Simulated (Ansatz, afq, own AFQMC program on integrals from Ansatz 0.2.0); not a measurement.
**Ta⁺, quintet: AFQMC among the cluster methods**

A free Ta cation.

Basis def2-SVP with its core potentials. Only valence electrons are correlated. Integrals, coupled cluster, full CI and functionals: Ansatz 0.2.0; the random walks run on the same integrals in our own AFQMC program. The CISD trial takes its coefficients from CCSD amplitudes. Released means that phaseless walkers are propagated on without the constraint, phases kept. ± is one standard error of the sampling. No spin–orbit coupling. The metal's outer-core s and p shells are frozen, which shifts wave-function levels against functionals.

Determinant: UHF, the one that the program's search chose, which needn't be the lowest solution.

Full CI on the same integrals is exact in this basis and with this determinant's frozen core.

Cautions: no spin-orbit coupling; outer-core shells of the metal frozen; the released energies have errors that jump between times, so the bars are unsure, so no released level is given (meV from the phaseless value at times in 1/Eh: 2.1 ± 1.8 at 0.60, 663 ± 659 at 1.20, -1.4 ± 0.8 at 2.00, 11 ± 11 at 3.00, -3 ± 3 at 4.20), though the last usable value meets full CI within the noise.

* T1 diagnostic: 0.0040
* weight of the determinant in the CISD state: 0.986
* ⟨S²⟩ of the determinant: 6.005
* size of the correlated space: 4 electrons in 28 orbitals

```tsv
level	correlation energy (eV)
MP2	-0.4787
CCSD	-0.6069
CCSD(T)	-0.6094
```

(1) Estimate where phaseless AFQMC with a CISD trial lies against CCSD(T) on the same integrals.

(1) 0.4 ± 0.2 meV below CCSD(T).

Reference: full CI, correlation energy -0.610 eV.

```
        level  E − E(reference) (meV)  share of correlation (%)
      CCSD(T)                     0.8                     99.86
        CCSDT                     0.0                    100.00
     CCSDT(Q)                     0.0                    100.01
ph-AFQMC/CISD               0.5 ± 0.2                     99.92
```

CCSDT and higher add their correlation energy to the determinant of the CCSD(T) run, since their own runs factorise the integrals more tightly (a shift of under 2 meV).
